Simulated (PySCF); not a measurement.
**Frontier levels across methods**

s-BuOMe, C₅H₁₂O.
SMILES with atom numbers: `[CH3:1][CH2:2][C@H:3]([CH3:4])[O:5][CH3:6]` (hydrogens: H7, H8, H9 on C1; H10, H11 on C2; H12 on C3; H13, H14, H15 on C4; H16, H17, H18 on C6)

Cartesian coordinates in Å at the PBE0-D3(BJ)/def2-SVP level; atoms count from 1:
```xyz
18
C5H12O angstrom
C     -2.0001   -0.6727    0.8222
C     -1.3829    0.0482   -0.3633
C      0.0894    0.3781   -0.1687
C      0.6639    1.1545   -1.3446
O      0.7637   -0.8441    0.0298
C      2.0130   -0.7455    0.6346
H     -3.0561   -0.9212    0.6380
H     -1.9565   -0.0539    1.7333
H     -1.4557   -1.6058    1.0253
H     -1.9239    0.9860   -0.5726
H     -1.4703   -0.5737   -1.2712
H      0.1911    0.9944    0.7522
H      0.5679    0.5644   -2.2692
H      0.1291    2.1063   -1.4812
H      1.7283    1.3912   -1.1987
H      2.3892   -1.7663    0.7932
H      1.9568   -0.2375    1.6184
H      2.7532   -0.2024    0.0159
```

Basis pcSseg-1 throughout (PySCF), one geometry. The structure is a single PBE0-D3(BJ)/def2-SVP conformer in the gas phase; no vibrational or solvent corrections.

Problem. How do the orbital energies, the gap and the dipole change with the method?

Solution. 
```csv
method,kind,HOMO (eV),LUMO (eV),gap (eV),μ (D),SCF cycles
BLYP,GGA,-5.61,0.68,6.28,1.09,15
OPBE,GGA,-5.66,0.97,6.63,1.10,14
PBE,GGA,-5.70,0.66,6.36,1.09,14
B97-D,GGA,-5.74,0.82,6.56,1.11,14
BP86,GGA,-5.81,0.73,6.53,1.10,13
LDA,LDA,-5.82,0.45,6.26,1.14,13
KT2,GGA,-5.88,0.58,6.47,1.06,14
KT3,GGA,-5.89,0.58,6.47,1.06,14
B3LYP,global hybrid,-7.04,1.18,8.22,1.18,12
PBE0,global hybrid,-7.28,1.51,8.79,1.20,12
mPW1PW91,global hybrid,-7.32,1.55,8.87,1.21,12
wB97X-D,range-separated hybrid,-9.20,3.32,12.52,1.23,12
HF,Hartree–Fock,-11.24,4.38,15.63,1.39,10
```

The HOMO spans 5.63 eV, from BLYP down to HF, and the gap runs from 6.26 eV (LDA) to 15.63 eV (HF). Over the methods BLYP (0 %), OPBE (0 %), PBE (0 %), B97-D (0 %), BP86 (0 %), LDA (0 %), KT2 (0 %), KT3 (0 %), B3LYP (20 %), PBE0 (25 %), mPW1PW91 (25 %), HF (100 %), a straight line through the gap against the share of exact exchange rises by 0.92 eV for each 10 % (correlation coefficient 0.999). The dipole ranges from 1.06 D (KT2) to 1.39 D (HF). This basis has no diffuse functions.

The vertical ΔSCF ionisation energy at wB97X-D/def2-SVPD is 9.57 eV; −ε(HOMO) comes closest to it with wB97X-D (9.20 eV).
